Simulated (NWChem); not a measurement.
# hydrogen sulfide (H$_{2}$S); SMILES S

Results from NWChem. Pople sets run with spherical d functions. Each level has its own optimisation; frequencies are unscaled.

```
level                r H–S (Å)  highest harmonic frequency (cm⁻¹)  lowest (cm⁻¹)  zero-point energy (kcal/mol)  dipole (D)
-------------------  ---------  ---------------------------------  -------------  ----------------------------  ----------
B3LYP/6-31G*             1.350                               2708           1251                           9.5        1.42
Hartree-Fock/STO-3G      1.329                               3322           1610                          11.7        1.03
BP86/def2-TZVP           1.353                               2634           1172                           9.2        1.13
PBE-D3(BJ)/def2-SVP      1.361                               2651           1150                           9.2        1.29
```
